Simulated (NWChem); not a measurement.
# SO (sulfur oxide): UPBE/6-311+G(d,p), part 2 of 2

NWChem 7.3.0. Earlier steps stand in the parts before.

## 3. The doublet cation at the same level

The input, geom.nw:

```
start geom
title "OS"
memory 2200 mb
charge 1

geometry units angstroms noautosym nocenter noautoz
  O     0.000000    0.000000    0.000000
  S     0.000000    0.000000    1.481087
end

basis spherical bse
  * library 6-311+G**
end

dft
  xc xpbe96 cpbe96
  mult 2
  grid lebedev 99 14
  convergence energy 1e-08
  iterations 100
  mulliken
  noprint "final vectors analysis"
end

task dft
```

Run with:

```sh
$ nwchem geom.nw > geom.out
```

The program printed:

```text
Northwest Computational Chemistry Package (NWChem) 7.3.0
             --------------------------------------------------------

           Job information
           ---------------

    nwchem branch   = 7.3.0
    use scalapack   = T
    input           = geom.nw
    prefix          = geom.
    data base       = ./geom.db
    status          = startup
    nproc           =        1

           Memory information
           ------------------

    heap     =     72089600 doubles =      550.0 Mbytes
    stack    =     72089597 doubles =      550.0 Mbytes
    global   =    144179200 doubles =     1100.0 Mbytes (distinct from heap & stack)
    total    =    288358397 doubles =     2200.0 Mbytes
    verify   = yes
    hardfail = no

           Directory information
           ---------------------

  0 permanent = .
  0 scratch   = .

                                NWChem Input Module
                                -------------------

                                        OS
                                        --

 Scaling coordinates for geometry "geometry" by  1.889725989
 (inverse scale =  0.529177249)

                             Geometry "geometry" -> ""
                             -------------------------

 Output coordinates in angstroms (scale by  1.889725989 to convert to a.u.)

  No.       Tag          Charge          X              Y              Z
 ---- ---------------- ---------- -------------- -------------- --------------
    1 O                    8.0000     0.00000000     0.00000000     0.00000000
    2 S                   16.0000     0.00000000     0.00000000     1.48108700

      Atomic Mass
      -----------

      O                 15.994910
      S                 31.972070

 Effective nuclear repulsion energy (a.u.)      45.7330918926

            Nuclear Dipole moment (a.u.)
            ----------------------------
        X                 Y               Z
 ---------------- ---------------- ----------------
     0.0000000000     0.0000000000    44.7815775240

            XYZ format geometry
            -------------------
     2
 geometry
 O                     0.00000000     0.00000000     0.00000000
 S                     0.00000000     0.00000000     1.48108700

 ==============================================================================
                                internuclear distances
 ------------------------------------------------------------------------------
       center one      |      center two      | atomic units |  angstroms
 ------------------------------------------------------------------------------
    2 S                |   1 O                |     2.79885  |     1.48109
 ------------------------------------------------------------------------------
                         number of included internuclear distances:          1
 ==============================================================================

 Summary of "ao basis" -> "" (spherical)
 ------------------------------------------------------------------------------
       Tag                 Description            Shells   Functions and Types
 ---------------- ------------------------------  ------  ---------------------
 *                         6-311+G**                  on all atoms

  pbe96 is a nonlocal functional; adding pw91lda local functional.

                                 NWChem DFT Module
                                 -----------------

                                        OS

                      Basis "ao basis" -> "ao basis" (spherical)
                      -----
  [basis functions not shown]

 Summary of "ao basis" -> "ao basis" (spherical)
 ------------------------------------------------------------------------------
       Tag                 Description            Shells   Functions and Types
 ---------------- ------------------------------  ------  ---------------------
 O                         6-311+G**                10       22   5s4p1d
 S                         6-311+G**                14       30   7s6p1d

 Summary of "ao basis" -> "ao basis" (spherical)
 ------------------------------------------------------------------------------
       Tag                 Description            Shells   Functions and Types
 ---------------- ------------------------------  ------  ---------------------
 O                         6-311+G**                10       22   5s4p1d
 S                         6-311+G**                14       30   7s6p1d

  Caching 1-el integrals
  itol2e modified to match energy
  convergence criterion.
  tol_rho modified to match energy
  convergence criterion.

            General Information
            -------------------
          SCF calculation type: DFT
          Wavefunction type:  spin polarized.
          No. of atoms     :     2
          No. of electrons :    23
           Alpha electrons :    12
            Beta electrons :    11
          Charge           :     1
          Spin multiplicity:     2
          Use of symmetry is: off; symmetry adaption is: off
          Maximum number of iterations: 100
          AO basis - number of functions:    52
                     number of shells:    24
          Convergence on energy requested:  1.00D-08
          Convergence on density requested:  1.00D-05
          Convergence on gradient requested:  5.00D-04

              XC Information
              --------------
          PerdewBurkeErnzerhof Exchange Functional  1.000
            Perdew 1991 LDA Correlation Functional  1.000 local
           PerdewBurkeErnz. Correlation Functional  1.000 non-local

             Grid Information
             ----------------
          Grid used for XC integration:  lebedev
          Radial quadrature: Mura-Knowles
          Angular quadrature: Lebedev.
          Tag              B.-S. Rad. Rad. Pts. Rad. Cut. Ang. Pts.
          ---              ---------- --------- --------- ---------
          O                   0.60       99          10.0       590
          S                   1.00       99          10.0       590
          Grid pruning is: on
          Number of quadrature shells:   198
          Spatial weights used:  Erf1

          Convergence Information
          -----------------------
          Convergence aids based upon iterative change in
          total energy or number of iterations.
          Levelshifting, if invoked, occurs when the
          HOMO/LUMO gap drops below (HL_TOL):  1.00D-02
          DIIS, if invoked, will attempt to extrapolate
          using up to (NFOCK): 10 stored Fock matrices.

                    Damping( 0%)  Levelshifting(0.5)       DIIS
                  --------------- ------------------- ---------------
          dE  on:    start            ASAP                start
          dE off:    2 iters        100 iters           100 iters

      Screening Tolerance Information
      -------------------------------
          Density screening/tol_rho:  1.00D-11
          AO Gaussian exp screening on grid/accAOfunc:  18
          CD Gaussian exp screening on grid/accCDfunc:  20
          XC Gaussian exp screening on grid/accXCfunc:  20
          Schwarz screening/accCoul:  1.00D-09

      Superposition of Atomic Density Guess
      -------------------------------------

 Sum of atomic energies:        -472.25803672

 Renormalizing density from      24.00 to     23

      Non-variational initial energy
      ------------------------------

 Total energy =    -459.853452
 1-e energy   =    -712.460328
 2-e energy   =     206.873784
 HOMO         =      -0.657167
 LUMO         =      -0.657167

   Time after variat. SCF:      0.1

     ---------------------------------------------
      Total Density - Mulliken Population Analysis
     ---------------------------------------------

    Atom       Charge   Shell Charges
 -----------   ------   -------------------------------------------------------
    1 O    8     8.33   1.09  0.91  1.02  1.16  2.18  0.77  1.31 -0.09 -0.04  0.02
    2 S   16    14.67   0.78  1.19  1.01  0.98  1.36  0.67  1.92  4.02  0.86  1.56  0.19  0.01 -0.00  0.11

     --------------------------------------------
      Spin Density - Mulliken Population Analysis
     --------------------------------------------

    Atom       Charge   Shell Charges
 -----------   ------   -------------------------------------------------------
    1 O    8     0.25   0.00  0.00  0.07  0.00  0.13  0.00  0.04  0.00 -0.00  0.00
    2 S   16     0.75   0.00  0.00  0.00  0.00  0.00  0.00  0.02 -0.01  0.22  0.44  0.10  0.00 -0.02  0.00
   Time prior to 1st pass:      0.1

 Grid_pts file          = ./geom.gridpts.0
 Record size in doubles =  12289        No. of grid_pts per rec  =   3070
 Max. records in memory =     43        Max. recs in file   = *********

 Grid integrated density:      22.999995903195
 Requested integration accuracy:   0.10E-07

           Memory utilization after 1st SCF pass:
           Heap Space remaining (MW):       38.00            38003624
          Stack Space remaining (MW):       72.09            72089028

   convergence    iter        energy       DeltaE   RMS-Dens  Diis-err    time
 ---------------- ----- ----------------- --------- --------- ---------  ------
 d= 0,ls=0.0,diis     1   -472.6295652246 -5.18D+02  2.42D-02  9.55D-01     0.3
                                                     1.95D-02  1.00D+00
 Grid integrated density:      22.999997945916
 Requested integration accuracy:   0.10E-07
 d= 0,ls=0.5,diis     2   -471.3273383890  1.30D+00  1.05D-02  2.81D+00     0.5
                                                     1.08D-02  2.50D+00
 Grid integrated density:      22.999996805247
 Requested integration accuracy:   0.10E-07
 d= 0,ls=0.5,diis     3   -472.6140609368 -1.29D+00  3.21D-03  2.57D-01     0.7
                                                     3.44D-03  3.01D-01
 Grid integrated density:      22.999996558130
 Requested integration accuracy:   0.10E-07
 d= 0,ls=0.5,diis     4   -472.7238761975 -1.10D-01  1.35D-03  5.72D-02     0.8
                                                     1.57D-03  7.22D-02
 Grid integrated density:      22.999996386058
 Requested integration accuracy:   0.10E-07
 d= 0,ls=0.5,diis     5   -472.7542561255 -3.04D-02  6.31D-04  1.08D-02     1.0
                                                     7.35D-04  1.50D-02
  Resetting Diis
 d= 0,ls=0.5,diis     6   -472.7609380999 -6.68D-03  3.40D-04  3.49D-03     1.2
                                                     3.97D-04  4.92D-03
 d= 0,ls=0.5,diis     7   -472.7629926965 -2.05D-03  5.83D-04  1.38D-03     1.4
                                                     6.91D-04  1.93D-03
 d= 0,ls=0.5,diis     8   -472.7628434344  1.49D-04  2.58D-04  4.53D-03     1.6
                                                     2.52D-04  4.18D-03
 d= 0,ls=0.5,diis     9   -472.7634853841 -6.42D-04  1.83D-04  2.14D-03     1.8
                                                     1.71D-04  2.08D-03
 d= 0,ls=0.5,diis    10   -472.7640164466 -5.31D-04  1.07D-04  7.41D-04     2.0
                                                     1.06D-04  7.46D-04
 d= 0,ls=0.5,diis    11   -472.7642280911 -2.12D-04  5.68D-05  2.32D-04     2.2
                                                     6.45D-05  2.47D-04
 d= 0,ls=0.5,diis    12   -472.7642983956 -7.03D-05  2.99D-05  8.25D-05     2.3
                                                     4.18D-05  9.36D-05
 d= 0,ls=0.5,diis    13   -472.7643249162 -2.65D-05  1.66D-05  3.20D-05     2.5
                                                     2.89D-05  3.90D-05
 d= 0,ls=0.5,diis    14   -472.7643360594 -1.11D-05  9.00D-06  1.34D-05     2.7
                                                     2.16D-05  1.74D-05
 d= 0,ls=0.5,diis    15   -472.7643410956 -5.04D-06  4.73D-06  6.03D-06     2.9
                                                     1.58D-05  8.11D-06
 d= 0,ls=0.5,diis    16   -472.7643435079 -2.41D-06  3.26D-06  2.78D-06     3.1
                                                     1.21D-05  3.83D-06
 d= 0,ls=0.5,diis    17   -472.7643446727 -1.16D-06  2.01D-06  1.41D-06     3.3
                                                     8.94D-06  1.90D-06
 d= 0,ls=0.5,diis    18   -472.7643452719 -5.99D-07  1.72D-06  7.02D-07     3.5
                                                     6.82D-06  9.31D-07
 d= 0,ls=0.5,diis    19   -472.7643455771 -3.05D-07  1.28D-06  3.61D-07     3.7
                                                     4.95D-06  4.64D-07
 d= 0,ls=0.5,diis    20   -472.7643457306 -1.54D-07  6.99D-07  1.91D-07     3.9
                                                     3.40D-06  2.36D-07
 d= 0,ls=0.5,diis    21   -472.7643458101 -7.95D-08  4.56D-07  9.39D-08     4.0
                                                     2.40D-06  1.17D-07
 d= 0,ls=0.5,diis    22   -472.7643458497 -3.96D-08  2.79D-07  4.69D-08     4.2
                                                     1.66D-06  5.87D-08
 d= 0,ls=0.5,diis    23   -472.7643458693 -1.96D-08  1.79D-07  2.36D-08     4.4
                                                     1.17D-06  2.98D-08
 d= 0,ls=0.5,diis    24   -472.7643458792 -9.90D-09  1.21D-07  1.19D-08     4.6
                                                     8.38D-07  1.51D-08

         Total DFT energy =     -472.764345884214
      One electron energy =     -734.873681038676
           Coulomb energy =      249.987452972172
    Exchange-Corr. energy =      -33.611209710328
 Nuclear repulsion energy =       45.733091892618

 Numeric. integr. density =       22.999999993158

     Total iterative time =      4.7s

     ---------------------------------------------
      Total Density - Mulliken Population Analysis
     ---------------------------------------------

    Atom       Charge   Shell Charges
 -----------   ------   -------------------------------------------------------
    1 O    8     7.86   1.09  0.91  0.91  1.11  1.91  0.86  1.22 -0.10 -0.06  0.02
    2 S   16    15.14   0.78  1.19  0.94  1.05  1.27  0.82  1.85  4.02  0.98  1.92  0.18  0.03 -0.00  0.13

     --------------------------------------------
      Spin Density - Mulliken Population Analysis
     --------------------------------------------

    Atom       Charge   Shell Charges
 -----------   ------   -------------------------------------------------------
    1 O    8     0.33  -0.00  0.00  0.10  0.01  0.19 -0.01  0.05 -0.01 -0.01 -0.00
    2 S   16     0.67  -0.00  0.00  0.00 -0.00  0.00  0.01  0.01 -0.01  0.16  0.40  0.09  0.00 -0.01  0.01

     -------------------------------------------
      Total Density - Lowdin Population Analysis
     -------------------------------------------

    Atom       Charge   Shell Charges
 -----------   ------   -------------------------------------------------------
    1 O    8     8.20   1.03  0.95  0.92  1.00  1.85  0.67  1.31  0.16  0.29  0.03
    2 S   16    14.80   0.90  1.09  0.96  1.03  0.94  0.61  2.08  3.61  1.19  1.73  0.36  0.10  0.06  0.15

     ------------------------------------------
      Spin Density - Lowdin Population Analysis
     ------------------------------------------

    Atom       Charge   Shell Charges
 -----------   ------   -------------------------------------------------------
    1 O    8     0.36  -0.00  0.00  0.11  0.01  0.19 -0.00  0.06 -0.00 -0.00  0.00
    2 S   16     0.64  -0.00  0.00  0.00  0.00  0.00  0.00  0.02  0.01  0.17  0.35  0.07 -0.00  0.01  0.01

   alpha - beta orbital overlaps
   -----------------------------

   alpha      1      2      3      4      5      6      7      8      9     10
    beta      1      2      3      4      5      6      7      8     10      9
 overlap   1.000  1.000  1.000  1.000  1.000  1.000  1.000  0.999  1.000  1.000

   alpha     11     12     13     14     15     16     17     18     19     20
    beta     11     13     12     14     15     17     16     18     19     21
 overlap   1.000  1.000  1.000  1.000  1.000  0.999  1.000  1.000  1.000  0.999

   alpha     21     22     23     24     25     26     27     28     29     30
    beta     20     22     23     24     25     28     27     26     29     30
 overlap   1.000  1.000  1.000  0.999  1.000  1.000  0.997  1.000  1.000  0.998

   alpha     31     32     33     34     35     36     37     38     39     40
    beta     31     32     33     34     35     36     37     38     40     39
 overlap   0.997  0.997  1.000  1.000  1.000  1.000  1.000  1.000  1.000  1.000

   alpha     41     42     43     44     45     46     47     48     49     50
    beta     41     42     43     45     44     46     47     48     49     50
 overlap   1.000  1.000  1.000  1.000  1.000  1.000  1.000  1.000  1.000  1.000

   alpha     51     52
    beta     51     52
 overlap   1.000  1.000

     --------------------------
     Expectation value of S2:
     --------------------------
      <S2> =      0.7515 (Exact =     0.7500)

 center of mass
 --------------
 x =   0.00000000 y =   0.00000000 z =   1.86555383

 moments of inertia (a.u.)
 ------------------
          83.515866480650           0.000000000000           0.000000000000
           0.000000000000          83.515866480650           0.000000000000
           0.000000000000           0.000000000000           0.000000000000

     Multipole analysis of the density
     ---------------------------------

     L   x y z        total         alpha         beta         nuclear
     -   - - -        -----         -----         ----         -------
     0   0 0 0      1.000000    -12.000000    -11.000000     24.000000

     1   1 0 0     -0.000000     -0.000000     -0.000000      0.000000
     1   0 1 0      0.000000      0.000000      0.000000      0.000000
     1   0 0 1      2.745463    -22.008922    -20.027192     44.781578

     2   2 0 0    -11.053313     -6.485164     -4.568148      0.000000
     2   1 1 0      0.286469      0.297505     -0.011036      0.000000
     2   1 0 1     -0.000000     -0.000000     -0.000000      0.000000
     2   0 2 0     -9.910026     -5.297834     -4.612192      0.000000
     2   0 1 1      0.000000      0.000000      0.000000      0.000000
     2   0 0 2     -2.628666    -67.395647    -60.569875    125.336855

 Task  times  cpu:        4.8s     wall:        4.8s
 Total times  cpu:        4.8s     wall:        4.8s
```

Wall time 5.4 s (1 thread of AMD EPYC 9R45 (Zen 5), shared host); peak memory 0.11 GiB.

## 4. Summary of results

The summary covers parts 1 to 2.

Level: UPBE/6-311+G**.

| quantity | value |
| --- | --- |
| triplet SO: total energy | -473.14799 Eh |
| triplet SO: ⟨S²⟩ | 2.003 |
| doublet cation: total energy | -472.76435 Eh |
| doublet cation: ⟨S²⟩ | 0.751 |
| vertical ionisation energy (to the doublet cation) | 10.440 eV |

In words: Removing an electron at fixed nuclei costs 10.44 eV (241 kcal/mol).
